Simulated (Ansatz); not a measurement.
Relaxation of C2H5N3 (10 atoms, charge 0, multiplicity 1), to a largest force component of 0.015 eV/Å in at most 40 steps.

The calculation used RKS PBE/def2-SVPD in Ansatz.

```xyz
10
Properties=species:S:1:pos:R:3
N -2.321 0.697 0.826
C -1.090 0.743 0.775
N -0.542 -0.039 -0.186
C 0.850 -0.055 -0.170
N 1.506 -0.798 -1.071
H -2.654 0.118 0.060
H -0.473 1.361 1.485
H 1.444 0.514 0.541
H 0.959 -1.444 -1.540
H 2.402 -1.147 -0.718
```

Question: Where does it end, and by what steps?

Answer: The forces met the threshold. After 8 steps the energy has fallen by 0.785 eV; H10 moved furthest, 0.33 Å.

```csv
step,energy less start (eV),largest force component (eV/Å),accepted
0,0.0000,6.656,yes
1,-0.6375,2.768,yes
2,-0.7364,0.676,yes
3,-0.7598,0.566,yes
4,-0.7734,0.355,yes
5,-0.7786,0.330,yes
6,-0.7831,0.150,yes
7,-0.7846,0.017,yes
8,-0.7847,0.013,yes
```

```xyz
10
Properties=species:S:1:pos:R:3
N -2.400 0.858 0.846
C -1.129 0.717 0.743
N -0.476 -0.125 -0.154
C 0.818 -0.146 -0.119
N 1.552 -0.928 -0.947
H -2.863 0.244 0.155
H -0.485 1.320 1.429
H 1.422 0.471 0.586
H 1.078 -1.524 -1.623
H 2.566 -0.939 -0.912
```

Whether the end is a true minimum wasn't checked by a vibrational analysis.

Time of the run: 19 s on 2 threads of Intel(R) Xeon(R) CPU @ 2.80GHz (Skylake/Cascade Lake) (shared host), peak memory 0.28 GiB.
